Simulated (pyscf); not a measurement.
Single points on ωB97X-D3(BJ)/def2-SVP structures (PySCF, gas phase). MP2 and CC: frozen core, UHF for open shells. ΔMP2 is the change of the MP2 total energy from the triple- to the quadruple-zeta basis.

Question: How much does it cost (ΔH, 298 K, CCSD(T)/def2-TZVPP + ΔMP2(QZVPP)) to split `[SH][SnH3]` at its S–Sn bond into SH• + SnH₃•?

Answer: S–Sn to SH• + SnH₃•: 309.3 kJ/mol. The CCSD(T) − MP2 part came from Ansatz, without density fitting, on the same reference. The frozen core leaves the outer d or s,p core shells of the metals and heavy elements correlated in the MP2 and CC values, and def2-TZVPP describes them poorly, which can shift differences by a few kcal/mol. Left out: the spin-orbit lowering of SH. Elements past Kr carry the def2 core potentials, without spin-orbit coupling.
